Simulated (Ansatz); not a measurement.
in.yaml

```yaml
crystal:
  periodic: [false, false, false]
  atoms:
    - {symbol: Si, position_ang: [0.050000, 0.023103, -0.580834]}
    - {symbol: As, position_ang: [0.000000, -0.026897, -0.630834]}
    - {symbol: H, position_ang: [0.000000, 1.226230, 2.395086]}
    - {symbol: H, position_ang: [0.000000, -1.223246, 2.346849]}
    - {symbol: H, position_ang: [0.000000, 1.500097, -0.617182]}
basis:
  gaussian: {orbitals: cc-pVDZ}
magnetization: {spin_polarized: false, initial_magnetization: 2}
correlation: {method: sc_nevpt2, electrons: outside_noble_gas, active_space: {window: {electrons: 2, orbitals: 7}}}
```

```sh
$ ansatz run in.yaml --threads 1 --pin off --events-out ev --progress --plain --max-ram 2393MiB
```

(1) One thing in this input was set wrong on purpose, beside settings that are merely unusual. What is the gravest fault, and what does the program do?

Answers

(1) Atoms on top of each other. How the run ends: converged.
```
643 factors; integrals over basis functions are off by at most 8.5e-4 eV
mean field evaluation 1: about -26135.5189 eV, gradient 4.7e2 eV
mean field evaluation 2: about -26135.8290 eV, gradient 4.7e2 eV
mean field evaluation 4: about -26251.8965 eV, gradient 6.3e1 eV
mean field evaluation 8: about -26276.0671 eV, gradient 3.7e0 eV
mean field evaluation 16: about -26278.2964 eV, gradient 1.4e-1 eV
mean field evaluation 32: about -26158.1704 eV, gradient 4.6e2 eV
mean field evaluation 64: about -26250.0305 eV, gradient 8.4e1 eV
mean field evaluation 96: about -26277.2369 eV, gradient 6.4e0 eV
a density is far from that of the atoms, so the factors are made again for it
827 factors; integrals over basis functions are off by at most 2.3e-4 eV
mean field evaluation 128: about -26278.3026 eV, gradient 2.6e-6 eV
mean field evaluation 160: about -26158.0546 eV, gradient 4.6e2 eV
mean field evaluation 192: about -26246.5706 eV, gradient 8.9e1 eV
mean field evaluation 224: about -26277.6569 eV, gradient 3.8e0 eV
mean field -26278.30258088 eV, -965.7098077741 hartree, gradient 1.3e-6 eV, S^2 2.000000; 4 other end points of the search recorded, 0 dependent functions left out
reference -26278.30258088 eV, -965.7098077741 hartree; 26, 24 occupied and 34, 36 virtual orbitals, 827 factors
state -26278.30521656 eV, -965.7099046334 hartree
state -26278.30521656 eV, -965.7099046334 hartree; corrected -26279.00859239 eV, -965.7357532186 hartree
WARN: 5 active orbitals are nearly empty or full. The corrections depend on them more than the energy does, and are more stable in an active space without them
Total energy: -26279.00859239 eV, -965.7357532186 hartree
```
